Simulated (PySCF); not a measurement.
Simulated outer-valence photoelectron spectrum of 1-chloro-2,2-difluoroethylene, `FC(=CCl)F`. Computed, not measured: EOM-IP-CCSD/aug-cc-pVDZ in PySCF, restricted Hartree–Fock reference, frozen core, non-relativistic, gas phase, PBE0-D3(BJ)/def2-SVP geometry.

Each root has a Gaussian of 0.8 eV full width with its one-hole share as area; cross sections and vibrations are left out, and the highest printed point is 100.

ionisation energy (eV), intensity and a bar:
```
      8.8          0 
      9.0          1 
      9.2          4 #
      9.4         13 ####
      9.6         28 ########
      9.8         41 ############
     10.0         43 #############
     10.2         32 #########
     10.4         17 #####
     10.6          6 ##
     10.8          2 
     11.0          1 
     11.2          2 #
     11.4          7 ##
     11.6         18 #####
     11.8         33 ##########
     12.0         43 #############
     12.2         40 ############
     12.4         26 ########
     12.6         15 ####
     12.8         14 ####
     13.0         23 #######
     13.2         37 ###########
     13.4         43 #############
     13.6         35 ###########
     13.8         21 ######
     14.0          8 ##
     14.2          3 #
     14.4          3 #
     14.6          8 ##
     14.8         20 ######
     15.0         36 ###########
     15.2         49 ###############
     15.4         55 #################
     15.6         60 ##################
     15.8         71 #####################
     16.0         87 ##########################
     16.2        100 ##############################
     16.4         98 #############################
     16.6         76 #######################
     16.8         44 #############
     17.0         19 ######
     17.2          6 ##
     17.4          1 
     17.6          1 
     17.8          5 #
     18.0         14 ####
     18.2         28 ########
     18.4         40 ############
     18.6         41 ############
     18.8         30 #########
     19.0         15 ####
     19.2          5 ##
     19.4          1 
     19.6          0
```

Q: Where are the maxima, and how many lines lie under the curve?

A: 5 maxima, at 9.9, 12.1, 13.4, 16.3 and 18.5 eV, from 8 lines. At this width some lines have no maximum of their own.

Q: List the lines with their holes.

A: 
```tsv
E (eV)	leading hole (HF orbital)	area	Koopmans (eV)
9.93	HOMO	0.96	10.33
12.05	HOMO-1	0.96	12.90
13.39	HOMO-2	0.95	14.39
15.23	HOMO-3	0.95	16.39
15.88	HOMO-4	0.95	18.13
16.34	HOMO-5	0.95	18.77
16.45	HOMO-6	0.94	19.31
18.51	HOMO-7	0.93	20.84
```

The widest gap, 2.12 eV, lies between 9.93 and 12.05 eV. Only orbitals with −ε under 21 eV, eight at most, were ionised, so the high end of the curve may lack lines.
